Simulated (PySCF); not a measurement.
# Unknown: peak-picked proton spectrum

Formula C6H5F. The spectrum was simulated from the full spin Hamiltonian at 500 MHz with 1.0 Hz Lorentzian lines, from shifts rounded to 0.01 ppm and J to 0.1 Hz, couplings under 1 Hz left out.

Maxima in ppm (height), grouped by integral:
2H: 7.688 (5), 7.684 (21), 7.681 (10), 7.678 (7), 7.673 (23), 7.670 (15), 7.666 (36), 7.665 (36), 7.660 (13), 7.655 (37), 7.650 (19), 7.648 (29), 7.643 (8), 7.640 (13), 7.638 (27), 7.633 (6)
3H: 7.406 (45), 7.389 (100), 7.372 (67), 7.370 (95), 7.354 (20), 7.351 (47), 7.347 (9)

¹³C{¹H} NMR (computed): δ 173.1 (C, d, J = 311.2 Hz), 135.7 (CH, d, J = 5.1 Hz), 128.9 (CH), 121.4 (CH, d, J = 17.5 Hz).

[PySCF: geometry from GFN2-xTB; B3LYP/pcJ-1 coupling constants (spin–dipole term only in couplings to heteroatoms); shieldings: GIAO PBE0/pcSseg-1; fast rotation and ring inversion assumed for equivalent nuclei; a single conformation; no solvent model; relativity neglected]

Chemical shifts δ = σref − σ; ¹H (σ = 31.72 ppm) and ¹³C (σ = 186.93 ppm) vs TMS, all at this level.

(1) Analyse the multiplets.

(2) What is the compound?

Answers

(1) ¹H NMR (500 MHz, computed): δ 7.66 (ddd, J = 9.5, 8.5, 5.1 Hz, 2H), 7.39 (t, J = 8.5 Hz, 1H), 7.37 (dd, J = 9.5, 9.1 Hz, 2H). These are first-order names from the parameters used; overlap and second-order distortion can hide them in the list.

(2) `Fc1ccccc1`.

Atoms are numbered as in `[F:1][c:2]1[cH:3][cH:4][cH:5][cH:6][cH:7]1`; H(Xn) means a hydrogen on atom n.

- δ 7.66: H(C4)/H(C6), hydrogen on an aromatic CH, coupled to H(C3)/H(C7) (9.5 Hz), H(C5) (8.5 Hz), F1 (5.1 Hz).
- δ 7.39: H(C5), hydrogen on an aromatic CH, coupled to H(C4)/H(C6) (8.5 Hz).
- δ 7.37: H(C3)/H(C7), hydrogen on an aromatic CH, coupled to H(C4)/H(C6) (9.5 Hz), F1 (9.1 Hz).

The shifts were computed for this structure.

C–F couplings over four or more bonds (about 3 Hz to the para carbon of a fluoroarene) are left out. Common functionals overestimate the size of one-bond C–F couplings by tens of Hz; these are unscaled. Splittings below 1 Hz are ignored in the labels, and close J values are merged. Couplings among chemically equivalent protons are left out too, so labels in AA′BB′ or AA′XX′ sets are apparent multiplicities. Unscaled 3J(H,H) at this level run about 10 % above measured values. Shifts are as computed. Against solution values, carbons near 30 ppm lie about +3 ppm off and those near 130 ppm about +5 ppm. Of 1211 compounds with measured shifts, 218 miss one by over three times the rms of a fit or turn the order of signals round; such compounds aren't used in these exercises.
